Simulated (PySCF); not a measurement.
AlN⁻: energy against distance

Set-up: basis Al aug-cc-pV(D+d)Z, N aug-cc-pVDZ; no relativity; PySCF 2.14. Energies in eV from Al⁻ + N in their ground configurations at the same level. All curves are PBE0. state 1: ²Π (doublet), unpaired electrons π ↑; state 2: ²Σ⁺ (doublet), unpaired electrons σ ↑, a second solution, started from another occupation.

| R (Å) | state 1 | state 2 |
| --- | --- | --- |
| 1.541 | -2.689 | -3.103 |
| 1.613 | -3.269 | -3.487 |
| 1.685 | -3.584 | -3.644 |
| 1.738 | -3.693 | -3.653 |
| 1.792 | -3.721 | -3.596 |
| 1.846 | -3.686 | -3.490 |
| 1.917 | -3.570 | -3.297 |
| 2.007 | -3.354 | -3.011 |
| 2.115 | -3.047 | -2.647 |
| 2.258 | -2.633 | -2.184 |

**Question.** Put a parabola through the three lowest points of the state 1 curve and estimate Re, k and ωe (reduced mass 9.219 u; 1 eV/Å² = 0.16022 mdyn/Å; ωe = 1302.8·√(k/μ) cm⁻¹).

**Answer.** Through R = 1.738, 1.792, 1.846 Å the second-order coefficient is 10.8 eV/Å², so Re ≈ 1.789 Å, k ≈ 3.46 mdyn/Å and ωe ≈ 798 cm⁻¹. A polynomial fit of higher order to the unrounded PBE0 energies gives Re = 1.786 Å, k = 3.53 mdyn/Å, ωe = 807 cm⁻¹; anharmonicity and rounding make the difference.

The higher-order fit for each curve: state 1: Re = 1.786 Å, ωe = 807 cm⁻¹, De = 3.72 eV; state 2: Re = 1.717 Å, ωe = 872 cm⁻¹, minimum 3.66 eV below the ground-state fragments.

⟨S²⟩ of the unrestricted solution departs from its pure value on part of the curve, where spin states mix. For an ion De counts to the pair picked by the measured ionisation energies or electron affinities, which need not be the lowest pair at this level. The state is the lowest determinant that a PBE0 search found; another state may lie lower at other levels.
